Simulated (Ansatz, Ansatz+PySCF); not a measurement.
```yaml
atoms:
  - { symbol: C, position_ang: [0.0492, -0.0039, -1.1115] }
  - { symbol: Cl, position_ang: [-0.0238, 0.0320, 0.6259] }
  - { symbol: H, position_ang: [0.0162, -1.0678, -1.5142] }
  - { symbol: H, position_ang: [-0.8477, 0.5190, -1.4786] }
  - { symbol: H, position_ang: [0.9417, 0.5312, -1.4586] }
```

RHF-MP2 on singlet CH3Cl was run in several spherical basis sets with Ansatz (development build ahead of 0.2.0). Frozen core: 6 orbitals.

Q: Rank the basis sets by the total energy that they give, lowest first, with the distance from the lowest.
A. 6-31G
B. def2-TZVP
C. STO-3G
D. def2-SVP
E. 6-31G(d)
F. aug-cc-pVDZ

A: B (0.00 eV), F (2.07 eV), E (4.12 eV), D (7.69 eV), A (8.57 eV), C (155.57 eV).

Totals follow the description of the cores as much as that of the bonds, so this order isn't one of quality for chemistry.
